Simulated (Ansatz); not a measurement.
**Worked example: building the atomization energy of C₂H₆, singlet**

Measured: the G2/97 heats of formation, with zero-point and thermal terms from B3LYP taken off, give an electronic atomization energy of 712.2 kcal/mol (Curtiss et al., J. Chem. Phys. 106, 1063 (1997); Staroverov et al., J. Chem. Phys. 119, 12129 (2003)). The calculation below tries to reproduce it.

Geometry (MP2(full)/6-31G*, from the G2/97 set):

```yaml
atoms:
  - { symbol: C, position_ang: [0.0000, 0.0000, 0.7622] }
  - { symbol: C, position_ang: [0.0000, 0.0000, -0.7622] }
  - { symbol: H, position_ang: [0.0000, 1.0190, 1.1572] }
  - { symbol: H, position_ang: [-0.8824, -0.5095, 1.1572] }
  - { symbol: H, position_ang: [0.8824, -0.5095, 1.1572] }
  - { symbol: H, position_ang: [0.0000, -1.0190, -1.1572] }
  - { symbol: H, position_ang: [-0.8824, 0.5095, -1.1572] }
  - { symbol: H, position_ang: [0.8824, 0.5095, -1.1572] }
```

Atomization energies (atoms less molecule, kcal/mol) from Ansatz 0.2.0, frozen cores, restricted molecule, unrestricted atoms, sets cc-pVDZ, cc-pVTZ, cc-pVQZ:

```json
{"level": "HF", "DZ": "543.54", "TZ": "550.79", "QZ": "551.38"}
{"level": "CCSD(T)", "DZ": "668.90", "TZ": "699.08", "QZ": "706.54"}
{"level": "CCSDT", "DZ": "668.90", "TZ": "698.83", "QZ": "–"}
{"level": "CCSDT(Q)", "DZ": "669.12", "TZ": "699.06", "QZ": "–"}
```

**Question.** Extrapolate Hartree–Fock with exp(−5.46 √X) and the CCSD(T) correlation part with X⁻³ (X = 3, 4), add each higher step from the largest set that has it, and compare with the measured value.

**Answer.** Hartree–Fock: 551.38 + (551.38 − 550.79) × 0.301 = 551.56.
Correlation: TZ 148.29, QZ 155.16; (64 × 155.16 − 27 × 148.29) / 37 = 160.17.
Full triples (TZ): 698.83 − 699.08 = -0.25.
(Q) (TZ): 699.06 − 698.83 = 0.23.
Sum: 711.7 kcal/mol, 0.5 below the measured 712.2.

The steps beyond CCSD(T) add -0.02 kcal/mol, while going from QZ to the limit adds 5.19. Core correlation, scalar relativity, spin–orbit terms and the relaxation from this MP2 geometry are missing from the sum, and the measured value has its own uncertainty.
